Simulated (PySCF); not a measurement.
**Spin states of LiN⁺**

Unrestricted PBE0; basis Li STO-3G, N STO-3G; no relativity; PySCF 2.14. Outer shells of the fragments: Li+ closed shells only; N 2s2 2p3.

Followed along the bond (rough minima from three points):

```csv
2Ms+1,unpaired,⟨S²⟩ at the start,R at minimum (Å),Te (eV)
4,"σ ↑, π ↑↑",3.75,2.08,0.00
2,"σ ↑, π ↑↓",1.75,2.09,1.47
2,"σ ↓, π ↑↑",1.75,none in the scan,≤ 1.46
```

Solutions found at the starting distance of 2.040 Å, counted from the lowest of them; the search is not exhaustive and high or unbound solutions are not listed, so other states can lie among these:

```
2Ms+1   unpaired   term  E (eV)  ⟨S²⟩  ⟨Lz²⟩  μ (D)
    4  σ ↑, π ↑↑    ⁴Σ⁻    0.00  3.75   0.00  -5.25
    2  σ ↓, π ↑↑  mixed    1.46  1.75   0.00  -5.26
    2  σ ↑, π ↑↓  mixed    1.47  1.75   2.00  -5.21
    2        π ↑     ²Π    2.81  0.75   1.00  -5.20
    2        σ ↑  mixed    3.52  0.75   2.00  -4.96
    2        π ↑     ²Π    4.18  0.75   1.01  -4.95
```

A term symbol is given only where ⟨S²⟩ and ⟨Lz²⟩ are close to those of a pure state; real π, δ and φ orbitals otherwise mix terms. A positive dipole points towards N; it is taken about the centre of mass and depends on that origin.

STO-3G is very small, so such numbers show the basis as much as the molecule.
